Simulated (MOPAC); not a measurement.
Input file for MOPAC: PM6 on HClCH3ts, 2S+1 = 2.

```
PM6 1SCF PRECISE CHARGE=0 UHF MS=0.5 THREADS=1
CH4Cl

C      0.24411700 1     0.59991600 1     1.70242300 1
H     -0.67559700 1     0.27848200 1     2.17293900 1
H      0.35191000 1     1.66378600 1     1.53767200 1
H      1.14068600 1     0.06578700 1     1.98782200 1
H      0.05716300 1     0.13997300 1     0.39711200 1
Cl    -0.13758000 1    -0.33809000 1    -0.95941600 1
```

It printed:

```
*******************************************************************************
 **                                                                           **
 **                              MOPAC v23.2.5                                **
 **                                                                           **
 *******************************************************************************
 ** MOPAC's Digital Object Identifier: https://doi.org/10.5281/zenodo.6511958 **
 **                                                                           **
 ** Please cite the open-source release paper for use of this MOPAC version:  **
 ** J. E. Moussa and J. J. P. Stewart (2026)                                  **
 ** MOPAC: An open-source semiempirical molecular orbital program             **
 ** J. Open Source Softw., 11(119), 8025, https://doi.org/10.21105/joss.08025 **
 *******************************************************************************

                              PM6 CALCULATION RESULTS

 *******************************************************************************
 *  PM6        - The PM6 Hamiltonian to be used
 *  UHF        - UNRESTRICTED HARTREE-FOCK CALCULATION
 *
 *
 *
 *                 CHARGE ON SYSTEM = 0
 *
 *
 *
 *  MS=        - IN MECI, MAGNETIC COMPONENT OF SPIN =  0.5
 *  PRECISE    - TIGHTER CRITERIA TO BE USED
 *  1SCF       - DO 1 SCF AND THEN STOP
 *  THREADS=1  - MULTI-THREADING NOT USED
 *  T=         - A TIME OF 172800.0 SECONDS REQUESTED
 *  DUMP=N     - RESTART FILE WRITTEN EVERY 7200.0 SECONDS REQUESTED
 *******************************************************************************
PM6 1SCF PRECISE CHARGE=0 UHF MS=0.5 THREADS=1
 CH4Cl

   ATOM   CHEMICAL          X               Y               Z
  NUMBER   SYMBOL      (ANGSTROMS)     (ANGSTROMS)     (ANGSTROMS)

     1       C          0.24411700  *   0.59991600  *   1.70242300  *
     2       H         -0.67559700  *   0.27848200  *   2.17293900  *
     3       H          0.35191000  *   1.66378600  *   1.53767200  *
     4       H          1.14068600  *   0.06578700  *   1.98782200  *
     5       H          0.05716300  *   0.13997300  *   0.39711200  *
     6      Cl         -0.13758000  *  -0.33809000  *  -0.95941600  *



          CARTESIAN COORDINATES

    NO.       ATOM           X           Y           Z

     1         C          0.2441      0.5999      1.7024
     2         H         -0.6756      0.2785      2.1729
     3         H          0.3519      1.6638      1.5377
     4         H          1.1407      0.0658      1.9878
     5         H          0.0572      0.1400      0.3971
     6        Cl         -0.1376     -0.3381     -0.9594

 General Reference for PM6:
 "Optimization of Parameters for Semiempirical Methods V: Modification of NDDO Approximations
 and Application to 70 Elements", J. J. P. Stewart, J. Mol. Mod., 13, 1173-1213 (2007)
 URL: https://link.springer.com/article/10.1007/s00894-007-0233-4

           Empirical Formula: C H4 Cl  =     6 atoms



      MOLECULAR POINT GROUP   :   C3v


          UHF CALCULATION, NO. OF ALPHA ELECTRONS =    8
                           NO. OF BETA  ELECTRONS =    7

 -------------------------------------------------------------------------------
 PM6 1SCF PRECISE CHARGE=0 UHF MS=0.5 THREADS=1
 CH4Cl



     1SCF WAS SPECIFIED, SO BFGS WAS NOT USED
     SCF FIELD WAS ACHIEVED


                              PM6 CALCULATION
                                                       MOPAC v23.2.5 Linux




          FINAL HEAT OF FORMATION =          5.41956 KCAL/MOL =      22.67545 KJ/MOL


          COSMO AREA              =         89.24 SQUARE ANGSTROMS
          COSMO VOLUME            =         69.79 CUBIC ANGSTROMS

          IONIZATION POTENTIAL    =         10.660899 EV
          ALPHA SOMO LUMO (EV)    =        -10.661  3.070
          BETA  SOMO LUMO (EV)    =        -10.998 -2.228
          NO. OF ALPHA ELECTRONS  =          8
          NO. OF BETA  ELECTRONS  =          7
          MOLECULAR WEIGHT        =         51.4956         POINT GROUP:  C3v

          MOLECULAR DIMENSIONS (Angstroms)

            Atom       Atom       Distance
           Cl     6    H     4     3.23779
            H     3    H     2     1.83804
            H     2   Cl     6     1.50379


          SCF CALCULATIONS        =          1





   ATOM   CHEMICAL          X               Y               Z
  NUMBER   SYMBOL      (ANGSTROMS)     (ANGSTROMS)     (ANGSTROMS)

     1       C          0.24411700  *   0.59991600  *   1.70242300  *
     2       H         -0.67559700  *   0.27848200  *   2.17293900  *
     3       H          0.35191000  *   1.66378600  *   1.53767200  *
     4       H          1.14068600  *   0.06578700  *   1.98782200  *
     5       H          0.05716300  *   0.13997300  *   0.39711200  *
     6      Cl         -0.13758000  *  -0.33809000  *  -0.95941600  *

                             CARTESIAN COORDINATES

   1    C        0.244117000     0.599916000     1.702423000
   2    H       -0.675597000     0.278482000     2.172939000
   3    H        0.351910000     1.663786000     1.537672000
   4    H        1.140686000     0.065787000     1.987822000
   5    H        0.057163000     0.139973000     0.397112000
   6   Cl       -0.137580000    -0.338090000    -0.959416000


           Empirical Formula: C H4 Cl  =     6 atoms



      MOLECULAR POINT GROUP   :   C3v


          ALPHA EIGENVALUES
 -27.38999 -25.52621 -16.14263 -15.28004 -15.28002 -11.25280 -11.25280 -10.66090
   3.06981   4.92281   4.92284   5.36921  90.32649  90.54550  90.54550  91.52942
  91.52942


           BETA EIGENVALUES
 -26.27452 -24.64584 -15.01992 -15.01990 -14.88867 -10.99834 -10.99834  -2.22835
   3.62886   5.09739   5.09742   5.50771  90.89940  90.98077  90.98077  91.59004
  91.59004


              NET ATOMIC CHARGES AND DIPOLE CONTRIBUTIONS

  ATOM NO.   TYPE          CHARGE      No. of ELECS.   s-Pop       p-Pop       d-Pop
    1          C          -0.454540        4.4545     1.15591     3.29863
    2          H           0.171597        0.8284     0.82840
    3          H           0.171595        0.8284     0.82840
    4          H           0.171594        0.8284     0.82841
    5          H           0.253448        0.7466     0.74655
    6         Cl          -0.313694        7.3137     1.99382     5.31753     0.00234
 DIPOLE           X         Y         Z       TOTAL
 POINT-CHG.     0.417     1.025     2.909     3.112
 HYBRID        -0.004    -0.010    -0.029     0.031
 SUM            0.413     1.015     2.880     3.082


          ATOMIC ORBITAL ELECTRON POPULATIONS

     Atom    s        px        py        pz      x^2-y^2     xz        z^2       yz        xy
    1  C   1.15591   1.16746   1.14796   0.98321
    2  H   0.82840
    3  H   0.82840
    4  H   0.82841
    5  H   0.74655
    6 Cl   1.99382   1.98769   1.92594   1.40390   0.00003   0.00018   0.00144   0.00067   0.00002


                    (SZ)    =    0.500000
                    (S**2)  =    0.764554


          ATOMIC ORBITAL SPIN POPULATIONS

    Atom   Total    s     px     py     pz   x^2-y^2  xz     z^2    yz     xy
         Atomic
    1  C  0.7914  0.036  0.041  0.101  0.614
    2  H -0.0228 -0.023
    3  H -0.0228 -0.023
    4  H -0.0228 -0.023
    5  H -0.0831 -0.083
    6 Cl  0.3599 -0.000  0.006  0.039  0.315 -0.000 -0.000 -0.000 -0.000 -0.000

 **********************
 *                    *
 * JOB ENDED NORMALLY *
 *                    *
 **********************




 == MOPAC DONE ==
```

The run finished.

Cost: around 0.020 core-seconds (rough).
